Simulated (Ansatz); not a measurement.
# CH4Si (singlet): wave-function methods side by side at a displaced geometry (v1), cc-pVDZ

An exercise on one series of results from a longer session: the logs are not shown, and one member is left open.

Program: Ansatz 0.2.0, Gaussian basis. Level of theory: cc-pVDZ, core rule «outside noble gas», up to 6 orbitals frozen. These are calculated values, not measurements.

The runs, in order: UHF; CCSD(T) on RHF; CCSD(T) on UHF; BCCD(T) on RHF; CISD; CCSDT(Q) on RHF; CCSDT(Q) on UHF; CASSCF and MRCISD+Q, 8 electrons in 8 orbitals; CASSCF and NEVPT4(SD), 8 electrons in 8 orbitals; CASSCF and NEVPT2, 8 electrons in 8 orbitals.

23 further runs of the same task are left out: 10 that didn't finish, 13 set aside as unsound or not needed.

## What is computed

The geometry is a PBE0/def2-TZVP stationary point (not a proven minimum) with its atoms shifted at random (size 0.040 Å).

6 atoms, charge 0, spin multiplicity 1.

Atoms are counted from 1 here; the program's logs count them from 0.

Bond lengths: Si1–C2 1.710 Å, Si1–H3 1.488 Å, Si1–H4 1.483 Å, C2–H5 1.134 Å, C2–H6 1.099 Å. Angles: C2–Si1–H3 120.5°, C2–Si1–H4 120.9°, H3–Si1–H4 118.5°, Si1–C2–H5 123.9°, Si1–C2–H6 123.9°, H5–C2–H6 111.8°.

Set-up of the first run:

in.yaml reads:

```yaml
crystal:
  periodic: [false, false, false]
  atoms:
    - {symbol: Si, position_ang: [0.003444, 0.004312, 0.537298]}
    - {symbol: C, position_ang: [0.002611, -0.011830, -1.172635]}
    - {symbol: H, position_ang: [0.050575, 1.291936, 1.281270]}
    - {symbol: H, position_ang: [-0.052202, -1.259791, 1.311073]}
    - {symbol: H, position_ang: [-0.094586, 0.918315, -1.813854]}
    - {symbol: H, position_ang: [-0.030876, -0.929644, -1.776669]}
basis:
  gaussian: {orbitals: cc-pVDZ}
magnetization: {spin_polarized: true, initial_magnetization: 0}
hamiltonian: {xc: hf}
output: {orbitals: {seedname: orbitals}}
```

Launch:

```console
$ ansatz run in.yaml --threads 1 --pin off --events-out ev --progress --plain --max-ram 2393MiB
```

Steps of the session up to this table: UHF; CCSD(T) on RHF; CCSD(T) on UHF; BCCD(T) on RHF; CISD; CCSDT(Q) on RHF; CCSDT(Q) on UHF; CASSCF and MRCISD+Q, 8 electrons in 8 orbitals; CASSCF and NEVPT4(SD), 8 electrons in 8 orbitals; CASSCF and NEVPT2, 8 electrons in 8 orbitals.

One table of the session follows, with a row left open; its other results are not shown here.

It belongs to the step «Misses and costs». 

| method | from RCCSDT(Q) (kcal/mol) |
| --- | --- |
| RHF | +182.75 |
| UHF | +180.96 |
| RMP2 | +29.03 |
| CISD | +23.55 |
| RCCSD | +7.44 |
| RCCSD(T) | +1.10 |
| BCCD(T) | +1.11 |
| RCCSDT | +0.47 |
| RCCSDT(Q) | 0 |
| CASSCF frontier | +120.41 |
| NEVPT2 frontier | +30.01 |
| NEVPT4(SD) frontier | ? |
| MRCISD frontier | +10.07 |
| MRCISD+Q frontier | +0.77 |

**Question.** Estimate the row for NEVPT4(SD) frontier.

As computed: from RCCSDT(Q) (kcal/mol): +3.74. In the column «from RCCSDT(Q) (kcal/mol)» it lies between BCCD(T) (+1.11) and RCCSD (+7.44).

Not comparable, so not listed: CCSD(T) on UHF; CCSDT(Q) on UHF (they don't share determinant, frozen orbitals or solution with the rows shown, or repeat one).

Caveats from the session: Warnings: restricted reference is unstable; spin contamination.
